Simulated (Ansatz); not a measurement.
Species: CHCl2, charge -1, multiplicity 1. It need not be the lowest isomer of its formula. Whether it binds its extra electron was not tested at this geometry. 
Geometry from a B3LYP-D3(BJ)/def2-TZVP (Ansatz, an electronic-structure program) optimisation:
SMILES: [CH-](Cl)Cl
```xyz
4

C     -0.1830     0.0048     0.9555
Cl     0.0201     1.5331    -0.2129
Cl    -0.0058    -1.5346    -0.2026
H      0.8548    -0.0027     1.3294
```
Charge -1, spin multiplicity 1.

Parts of the frozen-core correlation energy in STO-3G (Ansatz, hartree). Frozen orbitals: 11; correlated occupied orbitals by spin: 10 and 10; virtual: 3 and 3. Spin-orbit coupling is left out. No relativistic terms.

```json
[
 {"term": "reference (HF)", "value": "-946.99475"},
 {"term": "MP2 opposite-spin", "value": "-0.04753"},
 {"term": "MP2 same-spin", "value": "-0.00454"},
 {"term": "CCSD correlation", "value": "-0.07053"},
 {"term": "(T)", "value": "-0.00130"},
 {"term": "FCI minus CCSD(T)", "value": "-0.00025"},
 {"term": "T1 diagnostic", "value": "0.009"},
 {"term": "largest doubles amplitude", "value": "0.072"}
]
```
